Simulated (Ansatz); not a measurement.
Species, as SMILES: F[O] (O-F), doublet.
Atoms: O1, F2. Bonds: O1-F2.

Basis-set convergence of the highest harmonic wavenumber at B3LYP with Ansatz (a first-principles code). Each level at its own minimum, finite differences of forces, unscaled; the reference is a large set that could be run, not a limit. All functions are spherical. The program fits the integrals of some runs and decomposes those of others, by size. Open shells are unrestricted. No added dispersion term, no relativity. Reference: the value in aug-pcseg-3, 1115 cm⁻¹. Deviations are taken from unrounded values.

```tsv
basis	functions	highest harmonic wavenumber (cm⁻¹)	minus reference (cm⁻¹)
STO-3G	10	1418	303
3-21G	18	1116	1
cc-pVDZ	28	1097	-18
def2-SVP	28	1126	11
6-311G**	36	1102	-13
def2-SVPD	46	1111	-4
cc-pVTZ	60	1118	4
pcseg-2	60	1113	-2
def2-TZVPPD	80	1114	-1
cc-pCVTZ	86	1122	7
aug-cc-pVTZ	92	1115	0
cc-pVQZ	110	1116	1
aug-pcseg-3	170	1115	0
```

The smallest set listed that lies within 50 cm⁻¹ of the reference with all its larger relatives (same family, alike in diffuse functions; a set with none counts only in the reference's own line) is 3-21G (18 functions, 1 cm⁻¹ off). Inside, with no larger relative to test it: cc-pCVTZ. (Relatives not listed, tested too: 6-31G* 21, 6-31G** 21, def2-TZVP 1, def2-TZVPP 1, def2-TZVPD -1, def2-QZVP -2, def2-QZVPP -2, pcseg-3 -1, def2-QZVPPD -1, aug-cc-pVQZ 0 cm⁻¹.)
